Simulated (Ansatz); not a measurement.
Equilibrium lattice constant a (Å) of 24 elemental metals, computed with PBE in Ansatz (plane waves, PAW) and with PBE0 (plane waves, PAW; Ansatz, an electronic-structure program). The set holds measured phases with no doubt noted on the run or the magnetic state but for the caveats below. 20 more of the class have both values but aren't in it, for one of these reasons: built or high-temperature cells, doubts on the run or the magnetic state, unlike cells, values of zero, layered or molecular crystals, cells that aren't cubic. Solids without a value at one level (not run, failed, or a magnetic order lost), or held back for tests, aren't counted.

All rows, in order of the shift (worked out from unrounded values):

```json
[
 {"solid": "fcc Rh", "PBE": "3.830", "PBE0": "3.781", "shift (%)": "-1.28"},
 {"solid": "bcc V", "PBE": "2.997", "PBE0": "2.962", "shift (%)": "-1.17"},
 {"solid": "fcc Ir", "PBE": "3.871", "PBE0": "3.826", "shift (%)": "-1.16"},
 {"solid": "fcc Pt", "PBE": "3.970", "PBE0": "3.927", "shift (%)": "-1.10"},
 {"solid": "fcc Pb", "PBE": "5.040", "PBE0": "4.999", "shift (%)": "-0.81"},
 {"solid": "fcc Pd", "PBE": "3.943", "PBE0": "3.911", "shift (%)": "-0.80"},
 {"solid": "bcc Mo", "PBE": "3.161", "PBE0": "3.138", "shift (%)": "-0.73"},
 {"solid": "fcc Au", "PBE": "4.158", "PBE0": "4.129", "shift (%)": "-0.70"},
 {"solid": "fcc Al", "PBE": "4.040", "PBE0": "4.013", "shift (%)": "-0.67"},
 {"solid": "bcc W", "PBE": "3.184", "PBE0": "3.165", "shift (%)": "-0.59"},
 {"solid": "bcc Nb", "PBE": "3.310", "PBE0": "3.301", "shift (%)": "-0.28"},
 {"solid": "bcc Ta", "PBE": "3.319", "PBE0": "3.310", "shift (%)": "-0.26"},
 {"solid": "fcc Ag", "PBE": "4.147", "PBE0": "4.137", "shift (%)": "-0.26"},
 {"solid": "fcc Ni", "PBE": "3.519", "PBE0": "3.511", "shift (%)": "-0.22"},
 {"solid": "fcc Cu", "PBE": "3.629", "PBE0": "3.631", "shift (%)": "+0.04"},
 {"solid": "bcc Na", "PBE": "4.197", "PBE0": "4.226", "shift (%)": "+0.70"},
 {"solid": "bcc Li", "PBE": "3.435", "PBE0": "3.464", "shift (%)": "+0.86"},
 {"solid": "fcc Ca", "PBE": "5.526", "PBE0": "5.581", "shift (%)": "+0.99"},
 {"solid": "bcc K", "PBE": "5.284", "PBE0": "5.336", "shift (%)": "+1.00"},
 {"solid": "bcc Rb", "PBE": "5.670", "PBE0": "5.734", "shift (%)": "+1.14"},
 {"solid": "fcc Sr", "PBE": "6.030", "PBE0": "6.120", "shift (%)": "+1.50"},
 {"solid": "bcc Cs", "PBE": "6.162", "PBE0": "6.270", "shift (%)": "+1.76"},
 {"solid": "bcc Ba", "PBE": "5.021", "PBE0": "5.137", "shift (%)": "+2.30"},
 {"solid": "bcc Fe", "PBE": "2.831", "PBE0": "2.910", "shift (%)": "+2.80"}
]
```

The shift from PBE to PBE0 has a median of -0.26 %, and eight in ten lie between -1.14 % and +1.68 %; PBE0 is the larger in 10 of 24.

Ansatz's runs of these crystals have no spin polarisation, but for bcc Fe, fcc Ni. Meta-GGA and hybrid levels favour moments, which can bear on fcc Pd, bcc Fe, bcc V, fcc Pt, fcc Rh, fcc Ni.

Density-functional runs with spin start from parallel moments for bcc Fe, parallel moments for fcc Ni.

Spin–orbit coupling is left out, also for the solids with elements from indium on (bcc Ta, fcc Pt, bcc Ba, bcc W, fcc Ir, bcc Cs, fcc Pb, fcc Au); its size isn't shown.

Ansatz's density-functional and Hartree–Fock values are scalar-relativistic unless marked +SOC, with PAW data made under PBE.
